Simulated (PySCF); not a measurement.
Compound: PH3.
InChI=1S/H3P/h1H3

Computed with PySCF 2.14.0, PBE0-D3(BJ)/def2-SVP geometry optimisation, gas phase.

Masses are those of the commonest isotopes; rigid-rotor values at the optimised geometry. 

Problem. Give the principal moments of inertia and the rotational constants in GHz.

Solution. Ia = 3.84, Ib = 3.84, Ic = 4.33 u·Å²; 505379 MHz·u·Å²/I gives 131470, 131450 and 116795 MHz, that is A = 131.47, B = 131.45, C = 116.80 GHz.

Problem. What kind of rotor is it?

Solution. An oblate symmetric top, as the point group C3v requires two equal moments; the computed ones differ by 0.02 % because the geometry is symmetric only within the optimiser's tolerance: κ = (2 × 131450 − 131470 − 116795)/(131470 − 116795) = 1.00.

Problem. What does the inertial defect say?

Solution. Not planar: Δ = Ic − Ia − Ib = -3.36 u·Å². For a rigid frame Δ = −2 Σ m c², so Σ m c² = 1.68 u·Å² lies off the ab plane: 1.53 from hydrogen and 0.15 from heavier atoms. The atom farthest from that plane is 0.71 Å away.

Problem. Where do the R-branch lines fall?

Solution. The dipole of 0.91 D lies along the symmetry axis, so ΔK = 0 and J+1 ← J falls at 2B(J+1) for every K: 262.92 GHz, 525.84 GHz, 788.76 GHz, 1051.68 GHz, 1314.60 GHz for J = 0 to 4.

Problem. Estimate the classical rotational partition function at 50 K and 100 K.

Solution. Point group C3v, symmetry number σ = 3; q = (√π/σ)·√((kT/h)³/(ABC)), k/h = 20836.6 MHz/K: 14.0 at 50 K, 39.6 at 100 K.

Stationary, but not proved a minimum. Constants of a rigid frame at the computed geometry: no zero-point averaging, no centrifugal distortion.
